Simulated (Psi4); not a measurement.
**PH3S (SMILES [PH3]=S) at CISD/6-31+G(d,p) (Cartesian functions)**

Aim: the energy change on altering one bond length of PH3S at CISD/6-31+G** (Cartesian functions), from 2 runs. 

The calculation is run with Psi4 1.11.

## Step 1: The system as given

The species is PH3S (5 atoms), meant as a singlet with charge 0. As SMILES, `[PH3]=S`. Geometry: relaxed at GFN2-xTB.

Bond lengths: P1–S2 1.914 Å, P1–H3 1.394 Å, P1–H4 1.394 Å, P1–H5 1.394 Å. Angles: S2–P1–H3 118.2°, S2–P1–H4 118.2°, S2–P1–H5 118.2°, H3–P1–H4 99.6°, H3–P1–H5 99.4°, H4–P1–H5 99.4°.

## Step 2: A single-point energy at CISD/6-31+G(d,p) (Cartesian functions)

Contents of input.dat:

```
memory 1.6 GB

molecule m {
  P
  S 1 1.913959
  H 1 1.394277 2 118.24908
  H 1 1.394265 3 99.55814 2 129.40777
  H 1 1.394187 4 99.41518 3 -101.32845
  units angstrom
  no_reorient
  no_com
}

set {
  basis 6-31+G**
  freeze_core true
  scf_type pk
}

e, wfn = energy("cisd", return_wfn=True)
```

Run with:

```
psi4 -n 1 input.dat output.dat
```

output.dat:

```text
Psi4 1.11 release

   => Loading Basis Set <=

    Name: 6-31+G**
    Role: ORBITAL
    Keyword: BASIS

         ---------------------------------------------------------
                                   SCF
                              RHF Reference
                        1 Threads,   1525 MiB Core
         ---------------------------------------------------------

  ==> Geometry <==

    Molecular point group: c1
    Full point group: C1

    Geometry (in Angstrom), charge = 0, multiplicity = 1:

       Center              X                  Y                   Z               Mass
    ------------   -----------------  -----------------  -----------------  -----------------
         P           -0.000034517715     0.000035212752    -0.897382003850    30.973761998420
         S           -0.000034517715     0.000035212752     1.016576996150    31.972071174400
         H           -0.000034517715     1.228251505041    -1.557301008034     1.007825032230
         H           -1.062354717394    -0.617026744856    -1.556688627548     1.007825032230
         H            1.064545111614    -0.613424046684    -1.556241124451     1.007825032230

  Running in c1 symmetry.

  Rotational constants: A =      3.69450  B =      0.24941  C =      0.24939 [cm^-1]
  Rotational constants: A = 110758.43394  B =   7477.18854  C =   7476.50158 [MHz]
  Nuclear repulsion =   93.089252985908132

  Charge       = 0
  Multiplicity = 1
  Electrons    = 34
  Nalpha       = 17
  Nbeta        = 17

  ==> Algorithm <==

  SCF Algorithm Type is PK.
  DIIS enabled.
  MOM disabled.
  Fractional occupation disabled.
  Guess Type is SAD.
  Energy threshold   = 1.00e-08
  Density threshold  = 1.00e-08
  Integral threshold = 1.00e-12

  ==> Primary Basis <==

  Basis Set: 6-31+G**
    Blend: 6-31+G**
    Number of shells: 29
    Number of basis functions: 61
    Number of Cartesian functions: 61
    Spherical Harmonics?: false
    Max angular momentum: 2

  ==> Integral Setup <==

  Using in-core PK algorithm.
   Calculation information:
      Number of atoms:                   5
      Number of AO shells:              29
      Number of primitives:             73
      Number of atomic orbitals:        61
      Number of basis functions:        61

      Integral cutoff                 1.00e-12
      Number of threads:                 1

  Performing in-core PK
  Using 3577772 doubles for integral storage.
  We computed 92469 shell quartets total.
  Whereas there are 94830 unique shell quartets.

  ==> DiskJK: Disk-Based J/K Matrices <==

    J tasked:                  Yes
    K tasked:                  Yes
    wK tasked:                  No
    Memory [MiB]:             1144
    Schwarz Cutoff:          1E-12

  Minimum eigenvalue in the overlap matrix is 1.5799061497E-03.
  Reciprocal condition number of the overlap matrix is 2.3353321094E-04.
    Using symmetric orthogonalization.

  ==> Pre-Iterations <==

  SCF Guess: Superposition of Atomic Densities via on-the-fly atomic UHF (no occupation information).

   -------------------------
    Irrep   Nso     Nmo
   -------------------------
     A         61      61
   -------------------------
    Total      61      61
   -------------------------

  ==> Iterations <==

                        Total Energy        Delta E     RMS |[F,P]|

   @RHF iter SAD:  -739.83117333782513   -7.39831e+02   0.00000e+00
   @RHF iter   1:  -739.89540263640515   -6.42293e-02   4.73042e-03 ADIIS/DIIS
   @RHF iter   2:  -739.95450915233437   -5.91065e-02   2.35886e-03 ADIIS/DIIS
   @RHF iter   3:  -739.96901746523849   -1.45083e-02   4.46457e-04 ADIIS/DIIS
   @RHF iter   4:  -739.96992956849658   -9.12103e-04   8.88778e-05 DIIS
   @RHF iter   5:  -739.96996928542387   -3.97169e-05   2.42467e-05 DIIS
   @RHF iter   6:  -739.96997185933867   -2.57391e-06   5.74498e-06 DIIS
   @RHF iter   7:  -739.96997210790607   -2.48567e-07   1.83260e-06 DIIS
   @RHF iter   8:  -739.96997213935015   -3.14441e-08   3.45046e-07 DIIS
   @RHF iter   9:  -739.96997214033104   -9.80890e-10   6.06635e-08 DIIS
   @RHF iter  10:  -739.96997214035923   -2.81943e-11   1.06941e-08 DIIS
   @RHF iter  11:  -739.96997214036116   -1.93268e-12   1.23236e-09 DIIS
  Energy and wave function converged.

  ==> Post-Iterations <==

    Orbital Energies [Eh]
    ---------------------

    Doubly Occupied:

       1A    -91.897870     2A    -80.037061     3A     -8.911696
       4A     -7.584120     5A     -6.595389     6A     -6.591014
       7A     -6.591014     8A     -5.479940     9A     -5.479936
      10A     -5.479837    11A     -1.017941    12A     -0.831260
      13A     -0.605777    14A     -0.605474    15A     -0.505283
      16A     -0.350614    17A     -0.350580

    Virtual:

      18A      0.045440    19A      0.065388    20A      0.084263
      21A      0.084279    22A      0.127069    23A      0.145564
      24A      0.145673    25A      0.170099    26A      0.170340
      27A      0.186910    28A      0.212818    29A      0.305747
      30A      0.478516    31A      0.523065    32A      0.523135
      33A      0.585088    34A      0.696977    35A      0.726665
      36A      0.726721    37A      0.740215    38A      0.740282
      39A      0.806970    40A      0.853122    41A      0.853341
      42A      1.035944    43A      1.085290    44A      1.085329
      45A      1.196557    46A      1.196780    47A      1.225956
      48A      1.473782    49A      1.474000    50A      1.644622
      51A      2.200418    52A      2.288777    53A      2.288848
      54A      2.469708    55A      2.470016    56A      2.547047
      57A      2.917650    58A      3.129305    59A      3.129989
      60A      3.862531    61A      4.377360

    Final Occupation by Irrep:
              A
    DOCC [    17 ]
    NA   [    17 ]
    NB   [    17 ]

  @RHF Final Energy:  -739.96997214036116

   => Energetics <=

    Nuclear Repulsion Energy =             93.0892529859081321
    One-Electron Energy =               -1208.2888386102019922
    Two-Electron Energy =                 375.2296134839326669
    Total Energy =                       -739.9699721403611647

Computation Completed

Properties will be evaluated at   0.000000,   0.000000,   0.000000 [a0]

Properties computed using the SCF density matrix

 Multipole Moments:

 ------------------------------------------------------------------------------------
     Multipole            Electronic (a.u.)      Nuclear  (a.u.)        Total (a.u.)
 ------------------------------------------------------------------------------------

 L = 1.  Multiply by 2.5417464519 to convert [e a0] to [Debye]
 Dipole X            :         -0.0025351            0.0020519           -0.0004832
 Dipole Y            :          0.0024870           -0.0020932            0.0003937
 Dipole Z            :          1.7113665           -3.5257166           -1.8143501
 Magnitude           :                                                    1.8143502

 ------------------------------------------------------------------------------------

	total time  =          3 seconds =       0.05 minutes
 MINTS: Wrapper to libmints.

   Calculation information:
      Number of threads:                 1
      Number of atoms:                   5
      Number of AO shells:              29
      Number of SO shells:              29
      Number of primitives:             73
      Number of atomic orbitals:        61
      Number of basis functions:        61

      Number of irreps:                  1
      Integral cutoff                 1.00e-12
      Number of functions per irrep: [  61 ]

 OEINTS: Overlap, kinetic, potential, dipole, and quadrupole integrals
         stored in file 35.

      Computing two-electron integrals...done
      Computed 1184044 non-zero two-electron integrals.
        Stored in file 33.

        ==> Transform all two-electron integrals <==

	Presorting SO-basis two-electron integrals.
	Sorting File: SO Ints (nn|nn) nbuckets = 1
	Constructing frozen core operators
	Starting first half-transformation.
	Sorting half-transformed integrals.
	First half integral transformation complete.
	Starting second half-transformation.
	Two-electron integral transformation complete.

	total time  =          1 seconds =       0.02 minutes

        **********************************************************
        *                                                        *
        *                   CCSD Integral Sort                   *
        *                                                        *
        **********************************************************

        CC integral sort will use                     44.87 mb

        Number of (ab|cd) temporary files:                2
        Number of (ab|ci) temporary files:                3
        Starting temporary file number:                 270

        Initial sort........done.

        Sort (IJ|KL)........done.
        Sort (IJ|KA) 1/2....done.
        Sort (IJ|KA) 2/2....done.
        Sort (IA|JB)........done.
        Sort (IJ|AB)........done.
        Sort (IA|BC) 1/3....done.
        Sort (IA|BC) 2/3....done.
        Sort (IA|BC) 3/3....done.
        Sort (AB|CD) 1/2....done.
        Sort (AB|CD) 2/2....done.

	total time  =          1 seconds =       0.02 minutes

        *******************************************************
        *                                                     *
        *                        CISD                         *
        *      Singles Doubles Configuration Interaction      *
        *                                                     *
        *                                                     *
        *******************************************************

  ==> Input parameters <==

        Freeze core orbitals?                 yes
        Use frozen natural orbitals?           no
        r_convergence:                  1.000e-07
        e_convergence:                  1.000e-06
        Number of DIIS vectors:                 8
        Number of frozen core orbitals:        10
        Number of active occupied orbitals:     7
        Number of active virtual orbitals:     44
        Number of frozen virtual orbitals:      0

  ==> Memory <==

        available memory =                           1525.88 mb
        minimum memory requirements for QCISD =         2.21 mb
        (T) algorithm:                                  1.58 mb (low-memory)
        memory requirements for QCISD(T) =              1.58 mb

  ==> Define tiling <==

        v(ab,cd) diagrams will be evaluated in   1 blocks.
        v(ab,ci) diagrams will be evaluated in   1 blocks over ov2.
        v(ab,ci) diagrams will be evaluated in   1 blocks over ov.

  Allocate cpu memory (     9.69 mb).....done.
  Initialize cpu memory..................done.

  Begin CISD iterations

   Iter  DIIS          Energy       d(Energy)          |d(T)|     time
      0   0 1   -0.2446975554   -0.2446975554    0.2812018065        0
      1   1 1   -0.2466897404   -0.0019921849    0.0448739922        0
      2   2 1   -0.2527476804   -0.0060579401    0.0125930221        0
      3   3 1   -0.2532140959   -0.0004664155    0.0047788112        0
      4   4 1   -0.2532885361   -0.0000744402    0.0010089453        0
      5   5 1   -0.2532917766   -0.0000032405    0.0003143740        0
      6   6 1   -0.2532921118   -0.0000003351    0.0000763148        0
      7   7 1   -0.2532921317   -0.0000000199    0.0000200191        0
      8   8 1   -0.2532921331   -0.0000000014    0.0000050275        0
      9   8 2   -0.2532921332   -0.0000000001    0.0000014476        0
     10   8 3   -0.2532921332   -0.0000000000    0.0000003421        1
     11   8 4   -0.2532921332   -0.0000000000    0.0000000946        0

  CISD iterations converged!

  CISD variational energy:      -0.253292133195
  CISD transition energy:       -0.253292129880

        OS SCS-MP2 correlation energy:          -0.229703749333
        SS SCS-MP2 correlation energy:          -0.017759254770
        SCS-MP2 correlation energy:             -0.247463004102
      * SCS-MP2 total energy:                 -740.217435144463

        OS MP2 correlation energy:              -0.191419791111
        SS MP2 correlation energy:              -0.053277764309
        MP2 correlation energy:                 -0.244697555420
      * MP2 total energy:                     -740.214669695781

        OS CISD correlation energy:             -0.205450003761
        SS CISD correlation energy:             -0.047842126118
        CISD correlation energy:                -0.253292133195
      * CISD total energy:                    -740.223264273556

  Total time for CISD iterations:       0.52 s (user)
                                        0.29 s (system)
                                           1 s (total)

  Time per iteration:                   0.05 s (user)
                                        0.03 s (system)
                                        0.09 s (total)

	total time  =          1 seconds =       0.02 minutes

    Psi4 run time: 0:00:05.36
```

Wall time 7.2 s (1 thread of AMD EPYC 7R43 (Zen 3), shared host); peak memory 0.27 GiB.

[end of part 1 of 2]
